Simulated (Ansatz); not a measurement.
Relaxation of BClH$_{4}$ (6 atoms, charge 0, multiplicity 1), to a largest force component of 0.03 eV/Å in at most 50 steps.

All numbers below come from Ansatz 0.2.0, RHF/def2-SVPD.

```xyz
6
Properties=species:S:1:pos:R:3:forces:R:3
B -0.003 0.263 -0.030 0.00 0.11 -0.20
H -0.010 0.361 1.161 -0.01 0.24 0.07
H 1.039 0.275 -0.613 0.00 0.00 0.01
H -1.040 0.192 -0.618 0.00 0.00 0.01
Cl 0.079 -2.591 1.083 -0.01 1.10 0.70
H 0.064 -1.424 1.707 0.02 -1.45 -0.58
```

**Question.** Where does it end, and by what steps?

**Answer.** The run converged. After 9 steps the energy has fallen by 0.157 eV; H6 moved furthest, 0.98 Å.

```
step  energy less start (eV)  largest force component (eV/Å)  accepted
   0                  0.0000                           1.449       yes
   1                 -0.0998                           0.615       yes
   2                 -0.1207                           0.596       yes
   3                 -0.1251                           0.664       yes
   4                 -0.1485                           0.074       yes
   5                 -0.1514                           0.145       yes
   6                 -0.1536                           0.210       yes
   7                 -0.1563                           0.043       yes
   8                 -0.0856                           1.934        no
   9                 -0.1567                           0.030       yes
```

```xyz
6
Properties=species:S:1:pos:R:3
B -0.012 0.474 -0.159
H -0.027 0.849 0.979
H 1.032 0.340 -0.729
H -1.041 0.271 -0.733
Cl 0.091 -2.630 1.060
H 0.086 -2.229 2.271
```

Time of the run: 9.2 s on 1 thread of Arm Neoverse V1 (shared host), peak memory 0.12 GiB.
